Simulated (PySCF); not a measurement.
Constitutional and geometric isomers with formula C2H6O. Gas-phase values, no solvent. One relaxed conformer stands for each flexible species; it need not be the lowest. Strings in code marks are SMILES.

Quantity: electronic energy of isomers of C2H6O relative to `CCO` (C–C–O–H torsion 58°), in kcal/mol.

Case: `COC`. Geometry of `O(C)C` (neutral, multiplicity 1, Å):

```xyz
9

C     -1.1611    -0.1448     0.3519
O     -0.0865     0.5911    -0.2016
C      1.1513     0.2118     0.3700
H     -1.2479     0.0196     1.4440
H     -1.0449    -1.2320     0.1738
H     -2.0811     0.2015    -0.1364
H      1.9316     0.8202    -0.1049
H      1.1678     0.3921     1.4629
H      1.3707    -0.8596     0.1928
```

Problem. Estimate the electronic energy of isomers of C2H6O relative to `CCO` (C–C–O–H torsion 58°) that B3LYP/6-311+G** // PBE-D3(BJ)/def2-TZVP (PySCF) returns for this input.

Solution. 11.2 kcal/mol.
